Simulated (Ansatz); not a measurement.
Ideal-gas functions of H₂Si (`[SiH2]`) at 800 K and 1 bar, from an Ansatz frequency run at PBE0-D4/def2-TZVP.

Molar mass 30.1 g/mol, point group C2v (symmetry number 2), electronic degeneracy 1, moments of inertia 2.143, 2.394, 4.537 u Å². Harmonic wavenumbers (cm⁻¹, unscaled): 1010, 2049, 2052.

Use S(trans) = R[1.5 ln M + 2.5 ln T − 1.1517]; rotational temperatures θ = 24.2544 K / I; S(rot) = R[ln(√π/σ · √(T³/θAθBθC)) + 1.5]; for each mode x = 1.438777 ν̃/T, S = R[x/(eˣ − 1) − ln(1 − e⁻ˣ)] and H = RT x/(eˣ − 1); 1 cm⁻¹ = 0.0119627 kJ/mol; R = 8.31446 J/(mol·K).

**Question.** By hand: the entropy, in J/(mol·K).

**Answer.** Translation 171.8. Rotation: θ = 11.318, 10.1313, 5.3459 K, giving 68.2. Vibration, mode by mode: 4.41, 1.00, 1.00, in all 6.4. Electronic 0.0. Sum 246.4 J/(mol·K).

**Question.** By hand: H − E and G − E in kJ/mol, counted from the electronic energy.

**Answer.** Zero-point energy ½ × 5111 × 0.0119627 = 30.6; thermal vibration 3.6; translation, rotation and pV give 4 RT = 26.6. H − E = 60.8 kJ/mol, and G − E = 60.8 − 800 × 246.4/1000 = -136.3 kJ/mol.

Vibration gives 3 % of the entropy.
